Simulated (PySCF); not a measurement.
## How good is the calculation?

Cartesian coordinates in Å; atom numbers follow the order of the lines, from 1:
```xyz
12

C    -1.2720   -0.4966   -0.3345
C    -0.4172    0.3524    0.5981
C     0.9513    0.6708   -0.0194
C     1.7254   -0.5286   -0.2117
N     2.3300   -1.4882   -0.3554
H    -2.2289   -0.7214    0.1297
H    -1.4588    0.0280   -1.2697
H    -0.7703   -1.4350   -0.5610
H    -0.2702   -0.1751    1.5432
H    -0.9276    1.2938    0.8127
H     1.5177    1.3422    0.6327
H     0.8219    1.1570   -0.9908
```

Calculated, not measured (PySCF): GFN2-xTB structure, σ from GIAO-PBE0/pcSseg-1. Non-relativistic, no solvent model, fast rotation and ring inversion assumed for equivalent nuclei, one computed conformer.

Reference values: measured (solution, not stated per compound (mostly CDCl3 or CCl4); Pretsch, Buehlmann, Badertscher, Structure Determination of Organic Compounds, 4th ed. (2009)).
| atoms | quantity | reference | computed | computed, scaled |
| --- | --- | --- | --- | --- |
| C3 | δ 13C | 19.3 | 19.7 | 17.1 |
| C2 | δ 13C | 19.0 | 24.2 | 21.4 |
| C1 | δ 13C | 13.3 | 15.4 | 12.8 |
| H11/H12 | δ 1H | 2.34 | 2.24 | 2.20 |
| H9/H10 | δ 1H | 1.70 | 1.61 | 1.61 |
| H6/H7/H8 | δ 1H | 1.08 | 1.24 | 1.26 |

Computed shifts are σ(ref) − σ with the named reference compound (TMS for H and C) calculated as an isolated molecule at the same level. The measured values may be among those fitted. Shieldings were converted by linear fits to measured shifts (mostly CDCl3, TMS scale, for H and C): 13C: δ = 179.97 − 0.974σ (rms 2.1 ppm, 958 shifts, 2.3 ppm with the 13 outliers that the fit left out); 1H: δ = 30.01 − 0.943σ (rms 0.17 ppm, 504 shifts, 0.18 ppm with the 4 outliers that the fit left out). A few per cent of atoms miss by over 2 rms, more outside the fitted compound classes.

**Question.** How far are the unscaled 13C shifts from the references?

**Answer.** Mean signed difference +2.57 ppm, mean absolute 2.57 ppm over 3 comparisons; the largest is +5.2 ppm at C2 (sp3 CH2).

**Question.** How far are the unscaled 1H shifts from the references?

**Answer.** Mean signed difference -0.01 ppm, mean absolute 0.12 ppm over 3 comparisons; the largest is +0.16 ppm at H6/H7/H8 (hydrogen on a methyl carbon).
